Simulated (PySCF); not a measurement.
## Gas-phase thermal properties of AlH

Method: PySCF energies (xtb for GFN2) plus ideal-gas RRHO corrections (1 bar). Table values come from the NASA 1993 polynomials. 6-31G* has spherical d functions here. All species are closed-shell singlets. B3LYP is the form with VWN-RPA correlation. The harmonic model lacks anharmonicity and excited electronic states, which grow with temperature; levels with a mode under 35 cm⁻¹ are left out. The table's entry may be an old estimate for AlH (not checked at source).

```csv
level,point group,σ,ZPE (kJ/mol),S°298 (J/mol/K),Cp298 (J/mol/K),S°1000 (J/mol/K),H1000 − H298 (kJ/mol)
table,-,-,-,187.9,29.3,226.3,22.7
B3LYP/6-31G*,C∞v,1,9.9,187.9,29.3,226.0,22.4
GFN2-xTB,C∞v,1,9.2,187.3,29.4,225.7,22.7
HF/6-31G*,C∞v,1,10.6,187.7,29.2,225.4,22.2
PBE/def2-SVP,C∞v,1,9.5,188.0,29.3,226.3,22.6
PBE0/def2-TZVP,C∞v,1,9.9,187.8,29.3,225.9,22.4
```
σ: rotational symmetry number. Electronic degeneracy used: 1. Frequencies are unscaled.
